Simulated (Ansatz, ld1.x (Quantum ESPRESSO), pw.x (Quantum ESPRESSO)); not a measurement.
**What a changed setting does to a pw.x run (fcc H)**

Potential: norm-conserving Troullier–Martins (Kleinman–Bylander form), ld1.x (Quantum ESPRESSO) 7.5, PBEsol; core none, reference 1s1; waves: 1s (bound): rc 1.55 bohr; 2p channel at -0.2 Ry: rc 1.60 bohr; local part: all-electron potential smoothed inside 1.20 bohr (lloc = -2); core correction: none.

The reference run (k-mesh 18³, cutoffs 35/140 Ry, Fermi–Dirac 0.01 Ry, mixing_beta 0.4, conv_thr 1e-9, no spin) gives 0.02 GPa at 2.917 Å³/atom, where all-electron LAPW gives -0.10 GPa. This run, with its own iteration cap, changes degauss to 0.002.

```
&control
  calculation='scf', prefix='x', pseudo_dir='./', outdir='./tmp', tstress=.true., disk_io='none'
/
&system
  ibrav=0, nat=1, ntyp=1, ecutwfc=35, ecutrho=140, nbnd=7,
  occupations='smearing', smearing='fd', degauss=0.002
/
&electrons
  conv_thr=1e-09, mixing_beta=0.4, electron_maxstep=50
/
ATOMIC_SPECIES
H 1.0 H.UPF
CELL_PARAMETERS angstrom
  0.00000000 1.13405855 1.13405855
  1.13405855 0.00000000 1.13405855
  1.13405855 1.13405855 0.00000000
ATOMIC_POSITIONS crystal
H 0.0000 0.0000 0.0000
K_POINTS automatic
18 18 18 0 0 0
```

```bash
pw.x < H.scf.in > H.scf.out
```

**Question.** How does the run end?

**Answer.** It converges in 3 iterations; the free energy moves by +2.9 meV/atom and the pressure by -0.08 GPa. In a metal, with Fermi–Dirac smearing, F lies below its zero-width value by a term in the square of the width.

```
Message from routine setup:
     using ibrav=0 with symmetry is DISCOURAGED, use correct ibrav instead
     lattice parameter (alat)  =       3.0307  a.u.
     unit-cell volume          =      19.6849 (a.u.)^3
     number of electrons       =         1.00
     number of Kohn-Sham states=            7
     kinetic-energy cutoff     =      35.0000  Ry
     charge density cutoff     =     140.0000  Ry
     scf convergence threshold =      1.0E-09
     Exchange-correlation= PBESOL
     number of k points=   195  Fermi-Dirac smearing, width (Ry)=  0.0020
     iteration #  1     ecut=    35.00 Ry     beta= 0.40
     total energy              =      -1.06884039 Ry
     estimated scf accuracy    <       0.00000705 Ry
     iteration #  2     ecut=    35.00 Ry     beta= 0.40
     total energy              =      -1.06884273 Ry
     estimated scf accuracy    <       0.00000259 Ry
     iteration #  3     ecut=    35.00 Ry     beta= 0.40
     the Fermi energy is     3.9399 ev
!    total energy              =      -1.06884277 Ry
     estimated scf accuracy    <          5.6E-10 Ry
     smearing contrib. (-TS)   =      -0.00002744 Ry
     The total energy is F=E-TS. E is the sum of the following terms:
     one-electron contribution =       0.64753759 Ry
     hartree contribution      =       0.01520011 Ry
     xc contribution           =      -0.66185312 Ry
     ewald contribution        =      -1.06969991 Ry
     convergence has been achieved in   3 iterations
          total   stress  (Ry/bohr**3)                   (kbar)     P=       -0.55
     Message from routine punch:
     Nothing written, as per user request (disk_io='none')
```

The run took about 0.7 s on one core of a shared host (Neoverse-V1, 32 threads, 247 GiB, load 12).
